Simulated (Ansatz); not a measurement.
## Eu, bcc: geometry optimisation

Level of theory: DFT, revPBE, plane waves (420 eV) with PAW, scalar-relativistic (Ansatz 0.2.0). The PAW files were generated under PBE, with cores re-solved for the functional.

k-point mesh 10×10×10, Fermi-Dirac smearing 0.05 eV, starting moments 7.00 μB. Cell and atoms relax.

Starting structure:

```
CELL_PARAMETERS angstrom
-2.27550 2.27550 2.27550
2.27550 -2.27550 2.27550
2.27550 2.27550 -2.27550
ATOMIC_POSITIONS crystal
Eu 0.00000 0.00000 0.00000
```

**Question.** The pressure at the start is -0.4 GPa. By how much does the volume change?

**Answer.** From 47.13 to 45.29 Å³ per atom, -3.9 %. The final cell has a = 4.491 Å.

**Question.** How much energy does the relaxation gain?

**Answer.** 2.6 meV per atom.

Path of the relaxation (the plane waves are chosen anew near the end, which can shift the energy a little):

```tsv
step	E − E(final) (meV/atom)	V (Å³/atom)	P (GPa)	max force (eV/Å)
0	2.56	47.129	-0.44	0.000
1	1.04	46.589	-0.32	0.000
2	-0.81	45.289	0.01	0.000
3	0.00	45.289	0.01	0.000
```

**Question.** Which magnetic state does it end in?

**Answer.** ferromagnetic, net 7.42 μB per atom; moments 7.10 μB.

Real europium orders as a helical antiferromagnet, which these cells can't hold.

Open f shells have many self-consistent states, so the state found may not be the lowest.
